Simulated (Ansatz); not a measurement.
Wavefunction ladder for `C[B]F` radical

Z-matrix (Å, degrees):
```
C
B 1 1.554
H 1 1.095 2 112.9
H 1 1.094 2 109.5 3 -122.0
H 1 1.094 2 109.7 3 122.2
F 2 1.311 1 123.9 3 0.8
```

Total charge 0; spin multiplicity 2. Geometry: relaxed with PBE0-D4/def2-TZVP. Frozen core, unrestricted reference, Ansatz. CBS rows extrapolate triple and quadruple zeta; past MP2 they add the triple-zeta difference.

| basis | HF (Eh) | MP2 corr. |
| --- | --- | --- |
| def2-SVP | -163.61077 | -0.39007 |
| def2-TZVPP | -163.80946 | -0.49836 |
| def2-QZVPP | -163.81711 | -0.53901 |

Estimate the CCSD correlation energy and the (T) correction in each basis where they were run (hartree).


| basis | CCSD corr. | (T) |
| --- | --- | --- |
| def2-SVP | -0.41597 | -0.00935 |
| def2-TZVPP | -0.52001 | -0.01713 |
| CBS(def2) | -0.59077 | as TZ |
